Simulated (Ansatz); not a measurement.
A nudged elastic band was laid between two geometries of BClFH (4 atoms, charge 0, multiplicity 1).

Theory: RKS B3LYP/def2-SVP in Ansatz.

```yaml
movable_images: 7
climbing_image: yes
spring: 5.0 eV/Å²
optimiser: quadratic models (default)
start_path: through a guess of the saddle point
force_threshold: 0.05 eV/Å
iteration_limit: 60
end_points: relaxed
```

Initial state:

```xyz
4
Properties=species:S:1:pos:R:3
B 0.253 0.000 0.188
H 0.217 0.000 1.387
F 1.409 0.000 -0.438
Cl -1.223 0.000 -0.758
```

Final state:

```xyz
4
Properties=species:S:1:pos:R:3
B -0.604 -0.001 -0.202
H 1.276 0.000 0.550
F 2.157 0.000 0.885
Cl -2.173 0.000 -0.854
```

(1) What changes between the two ends?

(2) What energy profile does the band end with?

(3) What is the geometry of the highest image?

## Answers

(1) Bonds broken: B1–H2, B1–F3. Bonds formed: H2–F3. BClFH becomes BCl + FH.

(2) The run converged. The highest image is number 3 of 0 to 8, 4.84 eV above the first end and 0.44 eV above the last; the last end lies 4.41 eV above the first. Neighbouring images differ by up to 2.6 eV, so the band resolves the path poorly. A vibrational analysis at the climbing image gives one clearly imaginary mode, 1077i cm⁻¹: a first-order saddle point. The orbitals stay closed-shell, which can raise the energy where a bond breaks towards radicals; this wasn't checked here.

| image | path coordinate (Å) | energy (eV) | B1–H2 (Å) | B1–F3 (Å) | H2–F3 (Å) |
| --- | --- | --- | --- | --- | --- |
| 0 | 0.00 | 0.00 | 1.20 | 1.31 | 2.18 |
| 1 | 0.41 | 0.82 | 1.18 | 1.35 | 1.81 |
| 2 | 0.82 | 3.43 | 1.21 | 1.58 | 1.44 |
| 3 | 1.23 | 4.84 | 1.39 | 1.92 | 1.13 |
| 4 | 1.62 | 4.53 | 1.76 | 2.33 | 0.96 |
| 5 | 2.02 | 4.44 | 1.96 | 2.65 | 0.95 |
| 6 | 2.41 | 4.43 | 1.99 | 2.80 | 0.94 |
| 7 | 2.80 | 4.41 | 2.01 | 2.91 | 0.94 |
| 8 | 3.20 | 4.41 | 2.03 | 2.97 | 0.94 |

(3) 
```xyz
4
Properties=species:S:1:pos:R:3
B -0.394 0.000 0.417
H 0.888 0.000 0.965
F 1.479 0.000 0.007
Cl -1.317 0.000 -1.010
```

Run time: 90 s on 1 thread of Arm Neoverse V1 (shared host), peak memory 0.099 GiB.
